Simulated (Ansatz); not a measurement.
# Corundum Cr2O3

Level of theory: HSE06 (PAW; Ansatz, an electronic-structure program).

Numerical settings: plane-wave cutoff 500 eV, 6×6×6 k mesh, Fermi–Dirac smearing 0.05 eV, ferromagnetic start, spin-polarised with parallel moments, scalar-relativistic PAW data made under PBE.

Cell: relaxed with r²SCAN: a = 4.996 Å, b = 4.996 Å, c = 13.520 Å, α = 90.00°, β = 90.00°, γ = 120.00°.

```json
{
 "magnetic moment (largest site, within a sphere)": "2.48 μB",
 "band_gap": "4.16 eV (on the SCF k mesh)"
}
```

Measured, for comparison: band gap 3.3 ± 0.1 eV (temperature not stated, no zero-point or thermal correction, middle of the range; as tabulated in Medasani et al. (2019), arXiv:1904.04625). Computed (rounded) less measured: band gap +0.86 eV.

Note: exact exchange on metals is sensitive to the k mesh and can open a false gap; cell and atoms aren't relaxed at this level (largest force component 0.14 eV/Å, pressure -1.6 GPa).

Moments are spin moments.

Static lattice: no zero-point or thermal effects.

Computing time: very roughly 20 core-minutes.
